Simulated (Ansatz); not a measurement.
**CH₅Al: basis-set convergence**

The task here is to estimate one member of a computed series from the others.

Program: Ansatz 0.2.0, Gaussian basis. Level of theory: one geometry, several basis sets. These are calculated values, not measurements.

Levels to be run: PBE0-D4/def2-SVP; ωB97M-V/def2-SVP; PBE0-D4/def2-QZVPP; ωB97M-V/def2-QZVPP; CCSD(T)/cc-pV(D+d)Z; CCSD(T)/cc-pV(T+d)Z; CCSD(T)/cc-pV(Q+d)Z; the functionals' def2-TZVPP values are taken from earlier runs.

## Structure used throughout

An earlier PBE0-D4 in a triple-zeta def2 set relaxation fixed the geometry.

SMILES `[CH3][AlH2]`, 7 atoms, charge 0, spin multiplicity 1.

Atoms are counted from 1 here; the program's logs count them from 0.

Bond lengths: C1–Al2 1.950 Å, C1–H3 1.093 Å, C1–H4 1.097 Å, C1–H5 1.093 Å, Al2–H6 1.590 Å, Al2–H7 1.590 Å. Angles: Al2–C1–H3 112.6°, Al2–C1–H4 109.5°, Al2–C1–H5 112.5°, H3–C1–H4 106.7°, H3–C1–H5 108.6°, H4–C1–H5 106.6°, C1–Al2–H6 120.6°, C1–Al2–H7 120.6°, H6–Al2–H7 118.8°.

Set-up of the first run:

File in.yaml:

```yaml
crystal:
  periodic: [false, false, false]
  atoms:
    - {symbol: C, position_ang: [-0.448469, -0.695645, -0.355495]}
    - {symbol: Al, position_ang: [0.562909, 0.778282, 0.424709]}
    - {symbol: H, position_ang: [-1.063053, -1.219627, 0.380849]}
    - {symbol: H, position_ang: [-1.134388, -0.306439, -1.118223]}
    - {symbol: H, position_ang: [0.193360, -1.425483, -0.855577]}
    - {symbol: H, position_ang: [0.016015, 1.549337, 1.703444]}
    - {symbol: H, position_ang: [1.934826, 1.251575, -0.225407]}
basis:
  gaussian: {orbitals: def2-SVP}
hamiltonian: {xc: pbe0, dispersion: d4}
output: {orbitals: {seedname: orbitals}}
```

Steps of the session up to this table: PBE0-D4 in def2-SVP; ωB97M-V in def2-SVP; PBE0-D4 in def2-QZVPP; ωB97M-V in def2-QZVPP.

One table of the session follows, with a row left open; its other results are not shown here.

It belongs to the step «Density functionals: the series». 

```
functional       basis  HOMO (eV)  LUMO (eV)
   PBE0-D4    def2-SVP      -8.07      -1.26
   PBE0-D4  def2-TZVPP      -8.09      -1.29
   PBE0-D4  def2-QZVPP      -8.09      -1.32
   ωB97M-V    def2-SVP     -10.29       0.41
   ωB97M-V  def2-TZVPP          ?          ?
   ωB97M-V  def2-QZVPP     -10.33       0.09
```

Q: Estimate the row for ωB97M-V, def2-TZVPP from the others.

The run gave: HOMO (eV): -10.33; LUMO (eV): 0.28.
